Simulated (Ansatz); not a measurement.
`PP` + H₂S → `PS` + PH₃ at 500 K and 1 bar (cleavage of the P–P bond).

Gas-phase electronic energies from Ansatz, PBE0-D4/def2-TZVP geometries. CCSD(T)/CBS is frozen-core, at the limit of the def2 triple- and quadruple-zeta sets.

```tsv
species	CCSD(T)/CBS energy (Eh)	H − E (kJ/mol)	S (J/(mol·K))
`PP`	-684.25792	120.2	310.6
H₂S	-398.97119	57.0	224.0
`PS`	-740.51044	96.2	298.4
PH₃	-342.71985	81.5	231.4
```

H − E and S are ideal-gas, rigid-rotor, harmonic terms from PBE0-D4/def2-TZVP. 1 Eh = 2625.50 kJ/mol, R = 8.31446 J/(mol·K).

Q: By hand: ΔE, ΔH, ΔS and ΔG.

A: ΔE = (-740.51044) + (-342.71985) − (-684.25792) − (-398.97119) = -0.00118 Eh = -3.1 kJ/mol. Δ(H − E) = 96.2 + 81.5 − 120.2 − 57.0 = 0.5, so ΔH = -2.6 kJ/mol. ΔS = 298.4 + 231.4 − 310.6 − 224.0 = -4.8 J/(mol·K). ΔG = -2.6 − 500 × (-4.8)/1000 = -0.2 kJ/mol.

Q: By hand: the equilibrium constant, and the temperature at which ΔG would vanish if ΔH and ΔS stayed fixed.

A: log₁₀ K = −ΔG/(RT ln 10) = 0.0. ΔG = 0 at ΔH/ΔS = 542 K, though so small a ΔH makes that figure unsure.

TΔS isn't small against ΔH here. The sign of ΔG lies within the doubt. A doubt of 5 kJ/mol in ΔE shifts log₁₀ K by 0.5 here. These are equilibria of isolated gas molecules and say nothing of rates. Largest T1 diagnostic: 0.014 (customary marks: 0.02 for closed shells, 0.045 for open ones).
